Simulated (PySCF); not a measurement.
Orbital energies and ionisation energy

Compound: C5H7F.
Z-matrix (Å and degrees, PBE0-D3(BJ)/def2-SVP geometry), rows numbered from 1:
```
C 
C   1  1.3405
C   2  1.4622  1  126.24
C   3  1.3416  2  121.36  1   179.25
C   3  1.5012  2  117.95  1    -0.88
F   5  1.3671  3  111.93  2  -179.49
H   1  1.0935  2  122.80  3    -0.11
H   1  1.0923  2  120.87  3   179.89
H   2  1.0956  1  118.78  3  -179.90
H   4  1.0910  3  120.89  2  -179.92
H   4  1.0929  3  120.78  2     0.04
H   5  1.1052  3  110.05  2    59.57
H   5  1.1051  3  109.94  2   -58.70
```

Level: wB97X-D/def2-SVPD (PySCF). Frontier orbitals with their largest atomic shares (Löwdin; up to four atoms above 4 %):

| orbital | ε (eV) | main atoms |
| --- | --- | --- |
| HOMO−3 | -12.53 | F6 47 %, C5 14 %, C3 12 %, C2 7 % |
| HOMO−2 | -11.49 | F6 21 %, C3 17 %, C5 16 %, C2 12 % |
| HOMO−1 | -10.92 | C2 23 %, C1 15 %, C3 15 %, C5 12 % |
| HOMO | -8.77 | ? |
| LUMO | 0.66 | C4 25 %, C1 23 %, C2 17 %, C3 15 % |
| LUMO+1 | 2.39 | C1 18 %, C5 16 %, C4 12 %, C2 10 % |
| LUMO+2 | 2.83 | C1 20 %, C4 18 %, H8 10 %, H7 9 % |

Q: What vertical ionisation energy does ΔSCF give, and how far is −ε(HOMO) from it?

A: ΔSCF: 9.00 eV (868 kJ/mol; threshold wavelength 138 nm); ⟨S²⟩ of the doublet left behind is 0.784, against 0.75 for a pure doublet. −ε(HOMO) is 8.77 eV, 0.23 eV below it. For the exact functional −ε(HOMO) would equal the first vertical ionisation energy; wB97X-D (range-separated hybrid) comes within 0.23 eV of that here. Holes in the HOMO−1 and HOMO−2 were tried too where these lie within 1.2 eV of the HOMO; the lowest converged state counts.

Q: On which atoms does the HOMO lie?

A: C4 (terminal =CH2 carbon) 26 %, C1 (terminal =CH2 carbon) 23 %, C3 (fully substituted alkene carbon) 21 %, C2 (alkene CH carbon) 16 %, so no atom holds as much as 40 %. The HOMO−1 lies 2.15 eV lower.

Q: What kinetic energy would electrons from this vertical process carry with He I light (21.218 eV)?

A: 21.22 − 9.00 = 12.22 eV.

Q: With α = 66.2 au, estimate the like-pair dispersion coefficient by London's formula C6 = (3/4)α²I.

A: I = 0.3308 Eh, so C6 ≈ 1090 au, a rough estimate.

Q: Shift the occupied levels rigidly so that −ε(HOMO) equals the ΔSCF value. What binding energies result?

A: The shift is +0.23 eV: HOMO 9.00, HOMO−1 11.15, HOMO−2 11.72, HOMO−3 12.76 eV. A rigid shift is only a rough guide to the deeper ionisations.

Q: What total energies stand behind the ΔSCF value?

A: E(N) = -294.23943 Eh and E(N − 1) = -293.90867 Eh at the same geometry, 0.33076 Eh apart.

Isolated species at its PBE0-D3(BJ)/def2-SVP geometry (one conformer only).

The run behind these numbers computed excited states and ΔSCF ions as well. Time: 38 s. Hardware: an Arm Neoverse V2 with one thread (shared host).

wB97X-D is run here without its empirical dispersion term; that term would change no orbital, density or response property at a fixed geometry.
